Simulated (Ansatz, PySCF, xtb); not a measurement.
Scan of F4Si, singlet: flattening of a tetrahedron along the D2d path, bond length relaxed. Scanned: the two opposite F-Si-F angles (109.47 = tetrahedral, 180 = square planar). Other coordinates (Si-F bond length) were minimised at PBE0/def2-TZVP.

Levels of theory: RHF/def2-TZVP, density fitting (PySCF); GFN1-xTB (xtb); CCSD(T)/aug-cc-pVTZ = Ansatz (a program for electronic structure) with CCSD(T) on RHF/aug-cc-pVTZ, frozen core.

Energies relative to the lowest point of each profile, in kcal/mol:

| a / ° | RHF | GFN1-xTB |
|---|---|---|
| 96.50 | 9.0 | 5.6 |
| 101.50 | 3.2 | 1.9 |
| 106.34 | 0.5 | 0.3 |
| 109.47 | 0.0 | 0.0 |
| 116.50 | 2.1 | 1.2 |
| 123 | 7.1 | 4.2 |
| 133 | 19.2 | 11.2 |
| 143 | 34.3 | 20.0 |
| 153 | 49.7 | 29.0 |
| 163 | 62.8 | 36.8 |
| 173 | 71.0 | 41.7 |
| 180 | 72.8 | 42.7 |

Question: What does CCSD(T)/aug-cc-pVTZ give at the same points?

Answer: 96.50: 7.8; 101.50: 2.7; 106.34: 0.4; 109.47: 0.0; 116.50: 1.8; 123: 6.2; 133: 16.7; 143: 29.6; 153: 43.0; 163: 54.4; 173: 61.6; 180: 63.1 (kcal/mol).
